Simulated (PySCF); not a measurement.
**One molecule, many functionals**

Cyanoacetylene, C3HN.
SMILES: `C#CC#N`

Linear-response calculations in the def2-SVPD basis (PySCF; singlets by full response, triplets Tamm–Dancoff, core orbitals frozen in the response; HF means time-dependent Hartree–Fock). 'Strongest' is the level of largest summed f among the singlets computed (10 roots, of which the last may lack a degenerate partner); it can jump between rows when another state enters that window. S1 is the lowest singlet of each run and needn't be the same state throughout; f(S1) is that of one state. Isolated species at its PBE0-D3(BJ)/def2-SVP geometry, gas phase.

```csv
functional,kind,S1 (eV),f(S1),strongest (eV),T1 (eV),HOMO (eV),gap (eV),"ionisation energy, ΔSCF (eV)"
LDA,LDA,5.14,0.000,8.26,4.31,-8.06,5.14,11.69
PBE,GGA,5.17,0.000,8.06,4.14,-7.84,5.17,11.39
B3LYP,"global hybrid, 20% exact exchange",5.15,0.000,8.23,4.14,-8.79,6.86,11.47
PBE0,"global hybrid, 25% exact exchange",5.18,0.000,8.54,4.08,-9.04,7.34,11.47
BHandHLYP,"global hybrid, 50% exact exchange",5.04,0.000,8.60,4.04,-10.08,9.47,11.36
CAM-B3LYP,range-separated hybrid,5.16,0.000,8.45,4.16,-10.34,9.79,11.56
LC-wPBE,range-separated hybrid,5.26,0.000,9.05,4.14,-11.75,12.36,11.68
HF,Hartree–Fock,4.57,0.000,9.49,3.55,-11.69,13.81,not settled
```

Question: What does wB97X-D (range-separated hybrid) give?

Answer: S1 (eV) 5.20, f(S1) 0.000, strongest (eV) 8.65, T1 (eV) 4.23, HOMO (eV) -10.87, gap (eV) 10.96, ionisation energy, ΔSCF (eV) 11.51. S1 runs from 4.57 eV (HF) to 5.26 eV (LC-wPBE), a spread of 0.69 eV, while the orbital gap spreads over 8.7 eV. −ε(HOMO) comes closest to its own ΔSCF ionisation energy with LC-wPBE (+0.07 eV) and misses most with LDA (-3.63 eV). The lowest triplet of a reference set is 3Σ+(π→π*) at 4.44 eV (computed, theoretical best estimate (aug-cc-pVTZ, frozen core, CC3 geometry), gas; Veril, Scemama, Caffarel, Lipparini, Boggio-Pasqua, Jacquemin, Loos, WIREs Comput. Mol. Sci. 2021, 11, e1517 (QUESTDB)). The lowest computed triplet differs from it by LDA -0.13, wB97X-D -0.21, CAM-B3LYP -0.28, B3LYP -0.30, PBE -0.30, LC-wPBE -0.30, PBE0 -0.36, BHandHLYP -0.40, HF -0.89 eV; geometry and basis of the reference needn't be the same. 'Not settled' means that the ion's SCF failed to converge or may have ended in another state than the lowest.
